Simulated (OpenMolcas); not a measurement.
## A ladder of methods for CH4FSi (SMILES [CH2][SiH2]F)

CH4FSi has 7 atoms, charge 0, and is taken as a doublet. As SMILES, `[CH2][SiH2]F`. The coordinates come from a PBE0-D4/def2-TZVP relaxation. This is one conformer, not always the lowest.

```xyz
7

C    -0.8719    0.2811   -0.6158
Si    0.5886   -0.1573    0.3925
F     0.6526   -1.7495    0.5505
H    -1.5360   -0.4660   -1.0385
H    -1.1360    1.3107   -0.8379
H     0.5099    0.4306    1.7553
H     1.8540    0.2825   -0.2517
```

Each level gives the vertical energy of the quartet above the doublet (eV). The values are calculated.

| level | kind | program | value (eV) | CPU time (all runs) |
| --- | --- | --- | --- | --- |
| UHF/6-311+G** | Hartree–Fock | OpenMolcas | 8.35 | 37 s |
| UBLYP/6-311+G** | GGA | OpenMolcas | 7.33 | 2.2 min |
| UPBE/6-311+G** | GGA | OpenMolcas | 7.18 | 2.2 min |
| U-r2SCAN/6-311+G** | meta-GGA | OpenMolcas | 7.48 | 3 min |
| UTPSS/6-311+G** | meta-GGA | OpenMolcas | 7.44 | 3 min |
| UB3LYP/6-311+G** | global hybrid | OpenMolcas | 7.70 | 2.1 min |
| UBHLYP/6-311+G** | global hybrid | OpenMolcas | 8.14 | 2 min |
| UPBE0/6-311+G** | global hybrid | OpenMolcas | 7.62 | 2.1 min |

The values span 7.18 to 8.35 eV. CPU times are rough (shared hosts, several kinds of processor): they show what a rung costs within a factor of a few.
